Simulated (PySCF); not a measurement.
**BSF, singlet: structure and spectrum**

Computed with PBE0/[B def2-TZVP, S def2-TZVP, F def2-TZVP], no relativity, density fitting, PySCF.

The structure is a minimum.

```json
{"Point group": "C∞v", "Bond lengths": "B–F 1.278 Å, B–S 1.609 Å", "Bond angles": "F–B–S 180.0°", "Highest occupied level": "-8.36 eV", "Heat capacity Cp at 298.15 K": "44.2 J/(mol K)", "Zero-point energy": "19.7 kJ/mol", "Enthalpy at 298.15 K above 0 K": "10.44 kJ/mol", "Entropy at 298.15 K and 1 bar": "236.4 J/(mol K)", "Rotational constants": "0.1654 cm⁻¹", "Rotational symmetry number": "1", "Dipole moment": "1.18 D", "Principal quadrupole moments (Buckingham, traceless) about the centre of mass": "-0.47, 0.24, 0.24 D Å", "Principal polarisabilities": "23.9, 23.9, 42.5 bohr³", "Atomisation energy without zero-point energy": "1268 kJ/mol", "Lowest empty level": "-0.28 eV"}
```

Harmonic modes (masses in u: B 11.009, S 31.972, F 18.998):
```csv
symmetry,ω (cm⁻¹),"IR (km/mol, summed over degenerate members)",μ (u)
π,421,23.9,12.18
σ+,757,0.5,22.53
σ+,1694,511,12.20
```

In C∞v the vibrations span π + 2σ+.

Charges (e):
```csv
atom,Mulliken,Löwdin,polar tensor,Mayer order to B1
B1,0.32,-0.98,0.94,–
S2,-0.14,0.56,-0.42,2.41
F3,-0.18,0.41,-0.52,1.28
```

Mulliken populations on B1: s 2.73, p 1.71, d 0.20, f 0.04.

Outer orbital energies (eV). occupied: -20.53, -17.22, -14.88, -14.88, -11.36, -8.36, -8.36; empty: -0.28, -0.28, -0.04, 2.86.

Counting electrons, boron keeps none of its valence electrons outside its bonds, so the VSEPR class is AX2 and the expected shape is linear; with unlike ligands the computed point group is C∞v.

This need not be the most stable arrangement of these atoms.

The final relaxation and frequency run took about 30 core-seconds on a shared host.
